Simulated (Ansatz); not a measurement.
hcp Re was calculated with PBE0 in Ansatz (plane waves, PAW).

Numerical settings: plane-wave cutoff 460 eV, 12×12×6 k mesh (along the axes of the cell as run), Fermi–Dirac smearing 0.05 eV, no spin polarisation, scalar-relativistic PAW data made under PBE.

Computed at the level's own relaxed cell.

Problem. Predict the lattice parameter a and lattice parameter c.

Solution. 
- lattice parameter a = 2.750 Å
- lattice parameter c = 4.444 Å

Measured, for comparison: lattice constant a 2.761 Å, lattice parameter c 4.458 Å (293 K, no zero-point or thermal correction; as tabulated in Wikipedia's data pages). Computed (rounded) less measured: lattice constant a -0.4 %, lattice parameter c -0.3 %. A static lattice is as a rule a little smaller and stiffer than an uncorrected measurement, which narrows the difference in the lattice constant a, lattice parameter c and would widen misses of the other sign.

Spin–orbit coupling is not included.

Computed values are for the static lattice.

The result took roughly 50 core-minutes.

Ansatz is a first-principles code.
